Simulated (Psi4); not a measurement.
# BHLYP/def2-SVP run of C2H2Cl2F2 (1,1-dichloro-2,2-difluoroethane)

Aim: the energy change on altering one bond length of C2H2Cl2F2 (1,1-dichloro-2,2-difluoroethane) at BHLYP/def2-SVP, from 2 runs. 

The calculation is run with Psi4 1.11.

**1. Starting point**

C2H2Cl2F2 has 8 atoms, charge 0, and is taken as a singlet. SMILES: `FC(F)C(Cl)Cl`. Geometry: relaxed at PBE0-D4/def2-TZVP. This is one conformer, not always the lowest.

Bond lengths: F1–C2 1.348 Å, C2–F3 1.348 Å, C2–C4 1.524 Å, C4–Cl5 1.761 Å, C4–Cl6 1.761 Å, C2–H7 1.094 Å, C4–H8 1.089 Å. Some angles: F1–C2–F3 107.5°, F1–C2–C4 109.1°, F3–C2–C4 109.1°, C2–C4–Cl5 109.4°, C2–C4–Cl6 109.4°, Cl5–C4–Cl6 111.6°, F1–C2–H7 109.5°, F3–C2–H7 109.5°, C4–C2–H7 112.2°, C2–C4–H8 109.8°.

**2. Energy and gradient at BHLYP/def2-SVP**

c2h2cl2f2.xyz

```xyz
8
C2H2Cl2F2
F      0.408370    -1.137320     1.314790
C      0.672870    -0.311460     0.282290
F      1.286580    -1.040250    -0.671770
C     -0.639670     0.230610    -0.271540
Cl    -0.309580     1.248420    -1.669870
Cl    -1.486960     1.117430     0.991650
H      1.340900     0.487530     0.616660
H     -1.272520    -0.594960    -0.592210
```

run_ase.py

```python
import numpy as np
from ase.calculators.psi4 import Psi4
from ase.io import read

a = read('c2h2cl2f2.xyz')
calc = Psi4(atoms=a, method='bhhlyp', basis='def2-SVP', memory='2200MB', num_threads=1, charge=0, multiplicity=1, label='c2h2cl2f2')
calc.psi4.set_options({'puream': True, 'e_convergence': 1e-09, 'd_convergence': 1e-08, 'scf_type': 'pk', 'dft_radial_points': 99, 'dft_spherical_points': 590})
a.calc = calc

forces = a.get_forces()
print(f'energy: {a.get_potential_energy():.6f} eV')
print('forces / eV A^-1')
print(np.round(forces, 5))
```

Command:

```
$ python run_ase.py
```

c2h2cl2f2.dat, shortened:

```text
[...]
  Running in c1 symmetry.
[...]
  Nuclear repulsion =  380.494885379981667
[...]
  Multiplicity = 1
[...]
  Nalpha       = 33
  Nbeta        = 33
[...]
    Number of basis functions: 102
[...]
   @RKS iter   1: -1196.82121694043781   -1.34272e-01   3.36684e-03 DIIS/ADIIS
[...]
   @RKS iter  11: -1196.86438062286425   -3.63798e-12   3.12174e-09 DIIS
[...]
    Orbital Energies [Eh]
    ---------------------
    Doubly Occupied:
       1A   -102.789029     2A   -102.788987     3A    -25.335435
       4A    -25.335379     5A    -10.788173     6A    -10.731082
       7A     -9.904371     8A     -9.904346     9A     -7.562375
      10A     -7.562357    11A     -7.554226    12A     -7.554213
      13A     -7.554090    14A     -7.554081    15A     -1.422658
      16A     -1.356440    17A     -1.048784    18A     -0.951968
      19A     -0.852155    20A     -0.747584    21A     -0.675077
      22A     -0.658329    23A     -0.632332    24A     -0.563522
      25A     -0.550790    26A     -0.523126    27A     -0.516196
      28A     -0.506408    29A     -0.462404    30A     -0.403789
      31A     -0.401547    32A     -0.379008    33A     -0.376623
[...]
  @RKS Final Energy: -1196.86438062286425
   => Energetics <=
    Nuclear Repulsion Energy =            380.4948853799816675
    One-Electron Energy =               -2410.0317778527160044
    Two-Electron Energy =                 878.4729610142202318
    DFT Exchange-Correlation Energy =     -45.8004491643500344
    Empirical Dispersion Energy =           0.0000000000000000
    VV10 Nonlocal Energy =                  0.0000000000000000
    Total Energy =                      -1196.8643806228642461
[...]
 Multipole Moments:
 ------------------------------------------------------------------------------------
     Multipole            Electronic (a.u.)      Nuclear  (a.u.)        Total (a.u.)
 ------------------------------------------------------------------------------------
 L = 1.  Multiply by 2.5417464519 to convert [e a0] to [Debye]
 Dipole X            :          0.2278845           -0.3050282           -0.0771437
 Dipole Y            :         -0.1842066            0.3418579            0.1576513
 Dipole Z            :          0.0923940           -0.1188945           -0.0265005
 Magnitude           :                                                    0.1775031
[...]
  -Total Gradient:
     Atom            X                  Y                   Z
    ------   -----------------  -----------------  -----------------
       1       -0.001815497804    -0.007153916260     0.008545389385
       2       -0.000810197460     0.012834124439     0.000252053394
       3        0.005330830474    -0.006357002602    -0.007634925825
       4       -0.004089409124     0.002853997971    -0.001646942765
       5       -0.000601293846    -0.001673229766     0.002897469057
       6        0.001799905401    -0.001411524988    -0.002529946466
       7        0.001126998170     0.000380167113     0.000515514114
       8       -0.000926973568     0.000513607331    -0.000392972923
[...]
```

The script printed:

```text
energy: -32568.338680 eV
forces / eV A^-1
[[ 0.09336  0.36787 -0.43942]
 [ 0.04166 -0.65996 -0.01296]
 [-0.27412  0.32689  0.3926 ]
 [ 0.21029 -0.14676  0.08469]
 [ 0.03092  0.08604 -0.14899]
 [-0.09255  0.07258  0.1301 ]
 [-0.05795 -0.01955 -0.02651]
 [ 0.04767 -0.02641  0.02021]]
```

It took 32 s on 1 thread of Intel Xeon Platinum 8259CL at 2.50GHz (Skylake/Cascade Lake), shared host; peak memory 0.95 GiB.

**3. The distorted shape: the energy at BHLYP/def2-SVP**

run.py

```python
import psi4

psi4.set_memory('2200 MB')
psi4.set_num_threads(1)
psi4.core.set_output_file('c2h2cl2f2.out', False)

mol = psi4.geometry("""
0 1
F
C 1 1.348355
F 2 1.348334 1 107.46106
C 2 1.524247 3 109.09087 1 -118.14883
Cl 4 3.8736 2 109.43276 3 -60.14408
Cl 4 1.760681 2 109.44081 3 177.22102
H 2 1.093825 3 109.45946 1 118.784
H 4 1.088528 2 109.75199 7 179.9716
symmetry c1
""")

psi4.set_options({
    'reference': 'rks',
    'puream': True,
    'e_convergence': 1e-09,
    'd_convergence': 1e-08,
    'scf_type': 'pk',
    'dft_radial_points': 99,
    'dft_spherical_points': 590,
})

result = psi4.energy("bhhlyp/def2-SVP")
print(f'bhhlyp/def2-SVP energy: {result:.10f} Eh')
```

Command:

```
$ python run.py
```

c2h2cl2f2.out, shortened:

```text
[...]
  Running in c1 symmetry.
[...]
  Nuclear repulsion =  315.052295020847396
[...]
  Multiplicity = 1
[...]
  Nalpha       = 33
  Nbeta        = 33
[...]
    Number of basis functions: 102
[...]
   @RKS iter   1: -1196.46826627998826   -3.74369e-01   4.74687e-03 ADIIS/DIIS
[...]
   @RKS iter  22: -1196.67103605655848   -1.04592e-11   3.81477e-09 DIIS
[...]
    Orbital Energies [Eh]
    ---------------------
    Doubly Occupied:
       1A   -102.861538     2A   -102.718026     3A    -25.366837
       4A    -25.356079     5A    -10.820332     6A    -10.777112
       7A     -9.974269     8A     -9.827806     9A     -7.631616
      10A     -7.625555    11A     -7.623333    12A     -7.486308
      13A     -7.477897    14A     -7.477885    15A     -1.448328
      16A     -1.381013    17A     -1.058744    18A     -0.896079
      19A     -0.832204    20A     -0.779520    21A     -0.698973
      22A     -0.682352    23A     -0.653289    24A     -0.581026
      25A     -0.569294    26A     -0.545901    27A     -0.536032
      28A     -0.485132    29A     -0.474544    30A     -0.437125
      31A     -0.322721    32A     -0.322502    33A     -0.298935
[...]
  @RKS Final Energy: -1196.67103605655848
   => Energetics <=
    Nuclear Repulsion Energy =            315.0522950208473958
    One-Electron Energy =               -2278.6664068346753993
    Two-Electron Energy =                 812.6416466824955478
    DFT Exchange-Correlation Energy =     -45.6985709252260790
    Empirical Dispersion Energy =           0.0000000000000000
    VV10 Nonlocal Energy =                  0.0000000000000000
    Total Energy =                      -1196.6710360565584779
[...]
 Multipole Moments:
 ------------------------------------------------------------------------------------
     Multipole            Electronic (a.u.)      Nuclear  (a.u.)        Total (a.u.)
 ------------------------------------------------------------------------------------
 L = 1.  Multiply by 2.5417464519 to convert [e a0] to [Debye]
 Dipole X            :         -0.3193418            0.2191698           -0.1001721
 Dipole Y            :          0.1894703            0.3604864            0.5499568
 Dipole Z            :         -1.2787341           -0.6762745           -1.9550086
 Magnitude           :                                                    2.0333582
[...]
```

The script printed:

```text
bhhlyp/def2-SVP energy: -1196.6710360566 Eh
```

Wall time 32 s (1 thread of Intel Xeon Platinum 8259CL at 2.50GHz (Skylake/Cascade Lake), shared host); peak memory 0.89 GiB.

**4. What came out**

At BHLYP/def2-SVP:

```
                                                          quantity           value
                                         first shape: total energy  -1196.86438 Eh
                                        first shape: dipole moment          0.45 D
                                          first shape: HOMO energy       -10.25 eV
                                          first shape: LUMO energy         1.61 eV
                                        first shape: HOMO–LUMO gap        11.86 eV
                             first shape: largest force on an atom      0.661 eV/Å
                                     distorted shape: total energy  -1196.67104 Eh
                                    distorted shape: dipole moment          5.17 D
                                      distorted shape: HOMO energy        -8.13 eV
                                      distorted shape: LUMO energy        -5.56 eV
                                    distorted shape: HOMO–LUMO gap         2.58 eV
energy change with the C4–Cl5 bond stretched from 1.761 to 3.874 Å        5.261 eV
```

In words: One bond (distorted shape) is far stretched, which a spin-restricted single reference describes badly; a broken-symmetry solution may lie lower. With the C4–Cl5 bond stretched from 1.761 to 3.874 Å the energy rises by 5.26 eV (508 kJ/mol). The first shape isn't relaxed at this level, so the change isn't measured from a minimum. A restricted reference can't describe the breaking bond well at this length. The largest force (first shape) is 0.66 eV/Å: the shape isn't a stationary point for this species at this level.
